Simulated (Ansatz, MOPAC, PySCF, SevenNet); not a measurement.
**Lattice constant a of diamond-structure Ge: levels of theory against measurement**

Reference value: 5.644 Å (measured, static lattice: zero-point anharmonic expansion removed; as tabulated in Mejia-Rodriguez and Trickey (2018), arXiv:1807.09216).

| level (code) | value (Å) | error (%) |
|---|---|---|
| PM3 semi-empirical Hartree-Fock (MOPAC) | 5.460 | -3.26 |
| SevenNet-l3i5 | 5.750 | +1.88 |
| LDA (Ansatz) | 5.621 | -0.41 |
| PBE (Ansatz) | 5.761 | +2.07 |
| r²SCAN-D4 (Ansatz) | 5.656 | +0.21 |
| PBE0 (Ansatz) | 5.678 | +0.60 |
| Hartree–Fock (Ansatz) | 5.735 | +1.61 |
| CCSD (PySCF) | 5.660 ± 0.02 | +0.28 |

Once the reference is moved by up to 0.10 % (a margin picked here for doubts on the reference and the settings) and values within 0.10 % count as equal, the nearest can be r²SCAN-D4 (+0.21 %), CCSD (+0.28 %) or LDA (-0.41 %). Among them PM3 semi-empirical Hartree-Fock (MOPAC) (-3.26 %) misses by most. Within 1 %: LDA, r²SCAN-D4, PBE0, CCSD.

A ± on a computed value is a rough bar: the spread of its extrapolation, a floor set from checks against published values, or a statistical error. PM3 semi-empirical Hartree-Fock (MOPAC): the method was fitted mainly to molecules. PM3 semi-empirical Hartree-Fock (MOPAC): the run uses a supercell at the zone centre in place of a k mesh. Cutoffs and k meshes differ between the levels. Ansatz's density-functional and Hartree–Fock values are scalar-relativistic unless marked +SOC, with PAW data made under PBE.

Machine-learned potentials (SevenNet-l3i5) are trained on DFT data: a solid inside that data is no test of them.

Differences are worked out from the printed values.

Ansatz is an electronic-structure program.
